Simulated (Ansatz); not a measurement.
# BS+ (triplet): the correlation ladder, 6-31G

Aim: climb from Hartree-Fock through coupled cluster and multireference methods for BS+ (triplet) at one geometry and basis, and see what each rung misses.

Method: 6-31G, core rule «outside noble gas», up to 6 orbitals frozen; program: Ansatz 0.2.0, Gaussian basis.

Plan: UHF; CCSD(T) on ROHF; CCSD(T) on UHF; BCCD(T) on ROHF; CISD; CCSDT(Q) on ROHF; CCSDT(Q) on UHF; CISDTQ; CCSDTQ on ROHF; CCSDTQ on UHF; CASSCF and MRCISD+Q, 8 electrons in 8 orbitals; CASSCF and NEVPT2, 8 electrons in 8 orbitals; Full CI; Full CI, several states.

8 further runs of the same task are left out: 4 that didn't finish, 4 set aside as unsound or not needed.

## (1) The geometry

The geometry is a PBE0/def2-TZVP stationary point (not a proven minimum).

2 atoms, charge 1, spin multiplicity 3.

Atoms are counted from 1 here; the program's logs count them from 0.

Bond lengths: B1–S2 1.703 Å.

## (2) UHF

File in.yaml:

```yaml
crystal:
  periodic: [false, false, false]
  atoms:
    - {symbol: B, position_ang: [0.000000, 0.000000, 0.000000]}
    - {symbol: S, position_ang: [0.000000, 0.000000, 1.703300]}
basis:
  gaussian: {orbitals: 6-31G}
total_charge: 1
magnetization: {spin_polarized: true, initial_magnetization: 2}
hamiltonian: {xc: hf}
output: {orbitals: {seedname: orbitals}}
```

Run with:

```bash
> ansatz run in.yaml --threads 1 --pin off --events-out ev --progress --plain --max-ram 2393MiB
```

The runs that follow: CCSD(T) on ROHF; CCSD(T) on UHF; BCCD(T) on ROHF; CISD; CCSDT(Q) on ROHF; CCSDT(Q) on UHF; CISDTQ; CCSDTQ on ROHF; CCSDTQ on UHF; CASSCF and MRCISD+Q, 8 electrons in 8 orbitals; CASSCF and NEVPT2, 8 electrons in 8 orbitals; Full CI; Full CI, several states.

**Question.** What will the summary of the whole plan be? Wanted: FCI below the RHF energy; RMP2 from FCI; UMP2 from FCI; RCCSD from FCI; RCCSD(T) from FCI; UCCSD(T) from FCI; RCCSDT(Q) from FCI; UCCSDT(Q) from FCI; NEVPT2 valence from FCI.

The runs gave:

```
                         quantity                                                                                                                          value
         FCI below the RHF energy                                                                                                                     -2.4707 eV
                    RMP2 from FCI                                                                                                                     +622.0 meV
                    UMP2 from FCI                                                                                                                     +614.5 meV
                   RCCSD from FCI                                                                                                                     +148.4 meV
                RCCSD(T) from FCI                                                                                                                      +29.0 meV
                UCCSD(T) from FCI                                                                                                                      +29.5 meV
               RCCSDT(Q) from FCI                                                                                                                       +0.7 meV
               UCCSDT(Q) from FCI                                                                                                                       -5.4 meV
          NEVPT2 valence from FCI                                                                                                                     +180.9 meV
        MRCISD+Q valence from FCI                                                                                                                       +3.5 meV
levels within 1 kcal/mol (43 meV)  RCCSD(T), UCCSD(T), BCCD(T), RCCSDT, UCCSDT, CISDTQ, RCCSDT(Q), UCCSDT(Q), RCCSDTQ, UCCSDTQ, MRCISD valence, MRCISD+Q valence
                    T1 diagnostic                                                                                                                          0.039
   effectively unpaired electrons                                                                                                                           2.06
```

What this shows: RCCSD(T) misses by +29.0 meV, 1.2 % of the correlation energy. RCCSDT, UCCSDT, UCCSDT(Q) fall below full CI: unrestricted runs freeze a spin-polarised core, another one than full CI's, and coupled cluster isn't variational. One determinant dominates. Of the multireference levels listed MRCISD+Q valence comes nearest in total energy (+3.5 meV), which doesn't show that its space is the better one. The next state among those solved, a triplet, lies 2.65 eV up. These misses are within one basis, not against nature; the frozen cores of restricted and unrestricted runs differ, which can shift their rows.
